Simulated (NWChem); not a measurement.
Molecule: pyrrole (C₄H₅N); SMILES c1ccc[nH]1

```xyz
10

C      0.7079    -0.9860     0.0000
C     -0.7136    -0.9820     0.0000
C     -1.1183     0.3363     0.0000
N      0.0032     1.1161     0.0000
C      1.1201     0.3299     0.0000
H      1.3599    -1.8575     0.0000
H     -1.3706    -1.8497     0.0000
H     -2.1134     0.7757     0.0000
H      0.0061     2.1258     0.0000
H      2.1177     0.7636     0.0000
```
Atoms are numbered in this order, from 1.

The geometry was optimised at PBE0/def2-SVP.

Problem. Give the principal values of the shielding tensors (ppm) of C1, C3, N4 from PBE0/pcSseg-1, GIAO (NWChem), with their diamagnetic and paramagnetic parts as GIAO splits them.

Solution. 
| atom | σ11 | σ22 | σ33 | isotropic | diamagnetic | paramagnetic |
|---|---|---|---|---|---|---|
| C1 | -11.4 | 59.4 | 163.8 | 70.6 | 251.2 | -180.6 |
| C3 | -11.1 | 63.5 | 142.2 | 64.9 | 251.2 | -186.3 |
| N4 | 1.1 | 100.8 | 182.2 | 94.7 | 322.7 | -228.0 |
